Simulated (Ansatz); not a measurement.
Species: LiF, net charge -1, doublet state. 
Structure (B3LYP-D3(BJ)/def2-TZVP (Ansatz, a first-principles code) minimum search):
```xyz
2

Li     0.0000     0.0000    -1.2221
F      0.0000     0.0000     0.4074
```
Charge -1, spin multiplicity 2.

Problem. Give the harmonic wavenumbers at B3LYP-D3(BJ)/def2-TZVP (Ansatz, finite differences of forces, unscaled).

Solution. 774 cm⁻¹. Zero-point energy 1.1 kcal/mol.

Problem. From these and the geometry, give the ideal-gas thermochemistry at 298.15 K and 1 atm (rigid rotor, harmonic oscillator).

Solution. Point group C∞v, rotational symmetry number 1. Rotational constants 37.45, 37.45 GHz. S(trans) 35.70, S(rot) 12.14, S(vib) 0.23, S(elec, spin only) 1.38, S 49.4 cal/(mol K). H(298) - H(0) 2.13 kcal/mol; G - E(el) -11.5 kcal/mol.
